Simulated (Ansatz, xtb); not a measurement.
**C2H4S: which of two isomers lies lower**

Structure a is `CC=S`, a singlet and structure b is `C1CS1`, a singlet. Both are isolated molecules in the gas phase, relaxed with PBE0-D4/def2-TZVP.

Energies in hartree; the thermal terms are from PBE0-D4/def2-TZVP harmonic frequencies (ideal gas, rigid rotor, one conformer each, 298.15 K, 1 atm) and include the zero-point energy:

|  | a | b |
| --- | --- | --- |
| E, CCSD(T)/def2-TZVPP | −476.179963 | −476.178366 |
| zero-point energy | 0.053653 | 0.055231 |
| H(298 K) − E | 0.058599 | 0.059512 |
| G(298 K) − E | 0.027680 | 0.030642 |

Question: Work out ΔE, ΔE₀, ΔH and ΔG for a → b in kcal/mol (1 Eh = 627.51 kcal/mol) and the equilibrium ratio [b]/[a].

Answer: 1. ΔE = −476.178366 − (−476.179963) = +0.001597 Eh = +1.00 kcal/mol.
2. ΔE₀ = ΔE + ΔZPE = +0.001597 + (+0.001578) Eh = +1.99 kcal/mol.
3. ΔH = ΔE + (+0.000913) Eh = +1.58 kcal/mol.
4. ΔG = ΔE + (+0.002962) Eh = +2.86 kcal/mol, so ΔS = (ΔH − ΔG)/T = −18.0 J/(mol K).
5. kT = 0.9442 mEh, so K = [b]/[a] = exp(−ΔG/kT) = exp(−4.83) ≈ 0.008.

Structure a is favoured at this temperature. An error of 1 kcal/mol in ΔG would change K by a factor of 5.4. GFN2-xTB, HF/STO-3G, PBE0-D4/def2-TZVP, MP2/def2-TZVPP gave ΔE the other sign. Mirror images and further conformers aren't counted.

As drawn, b has 2 C–S in place of 1 C=S. Structure a has no ring, b a 3-membered ring.

Other levels gave ΔE = −4.5 (GFN2-xTB); −11.5 (HF/STO-3G, GFN2-xTB geometries); +1.2 (r2SCAN-D4/def2-SVP, GFN2-xTB geometries); −2.4 (PBE0-D4/def2-TZVP); +2.8 (HF/def2-TZVPP); −1.7 (MP2/def2-TZVPP) kcal/mol. The correlated steps freeze 7 core orbitals. Programs: Ansatz 0.2.0, xtb 6.7.1.
